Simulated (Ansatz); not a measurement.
bcc Ba was calculated with r²SCAN+SOC (Ansatz, an electronic-structure program, PAW).

Numerical settings: plane-wave cutoff 560 eV, 16×16×16 k mesh, Fermi–Dirac smearing 0.05 eV, PAW data made under PBE.

Results at a series of volumes:

| V (Å³/atom) | E − E_lowest (meV/atom) | P (GPa) |
|---|---|---|
| 61.240 | 6.67 | 0.565 |
| 62.543 | 2.91 | 0.364 |
| 63.846 | 0.72 | 0.177 |
| 65.149 | 0.00 | 0.002 |
| 66.452 | 0.65 | -0.160 |
| 67.755 | 2.57 | -0.312 |
| 69.058 | 5.69 | -0.452 |

### Question
Estimate the bulk modulus from the pressures at 63.846 and 66.452 Å³/atom, and compare it with a fit to all energies.

### Answer
B = −V dP/dV. Between V = 63.846 and 66.452 Å³/atom, dP/dV = (-0.160 − (0.177))/(66.452 − 63.846) = -0.129 GPa per Å³/atom; at the midpoint 65.149 Å³/atom this gives B ≈ 8.42 GPa. The third-order Birch–Murnaghan fit gives V0 = 65.168 Å³/atom, B0 = 8.41 GPa, B′ = 2.5, which lies within 1 % of that estimate.

Measured, for comparison: bulk modulus 9.34 GPa (corrected for temperature and zero-point phonon effects, our sources range from 9.34 to 10.6; as tabulated in Levämäki et al. (2014), arXiv:1402.3671); equilibrium volume per atom 62.31 Å³/atom (low-temperature or extrapolated to 0 K; zero-point anharmonic expansion removed; as tabulated in Csonka et al. (2009), arXiv:0903.4037). Computed (rounded) less measured: bulk modulus -10 % (-10 % to -21 % over the range), equilibrium volume per atom +4.6 %.

The computed numbers hold no vibrational or temperature effects.

The result took roughly 16 core-minutes.
